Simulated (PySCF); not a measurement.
# O$_{3}$, singlet: reading a ladder of total energies

Geometry: MP2(full)/6-31G*, from the G2/97 set.

| atom | x (Å) | y (Å) | z (Å) |
| --- | --- | --- | --- |
| O | 0.0000 | 1.1038 | -0.2285 |
| O | 0.0000 | 0.0000 | 0.4571 |
| O | 0.0000 | -1.1038 | -0.2285 |

Basis STO-3G; PySCF 2.14.0. Correlated methods freeze the noble-gas cores, which leaves 18 electrons in 12 orbitals. R marks a restricted (for open shells ROHF) determinant.

Full CI is exact within this basis and frozen core; it isn't the basis-set limit.

```tsv
level	total energy (hartree)
RHF	-221.288902
RMP2	-221.524734
RCCSD	-221.537045
RCCSD(T)	-221.559516
RCCSDT	-221.560523
RCCSDT(Q)	-221.563125
full CI	-221.563687
```

Q: What is the correlation energy at full CI, and what share of it do RMP2 and RCCSD recover?

A: E(corr) = -221.563687 − (-221.288902) = -0.274785 hartree = -7.477 eV. RMP2: -0.235832 / -0.274785 = 85.82 %. RCCSD: -0.248143 / -0.274785 = 90.30 %.

Q: By how many kcal/mol does RCCSD(T) miss full CI (1 hartree = 627.509 kcal/mol), and which steps make up the rest?

A: -221.559516 − (-221.563687) = 0.004171 hartree = 2.62 kcal/mol. Steps: RCCSDT − RCCSD(T) = -0.63, RCCSDT(Q) − RCCSDT = -1.63, full CI − RCCSDT(Q) = -0.35 kcal/mol. With more than one leading determinant such errors change with state and geometry, and needn't cancel in differences.
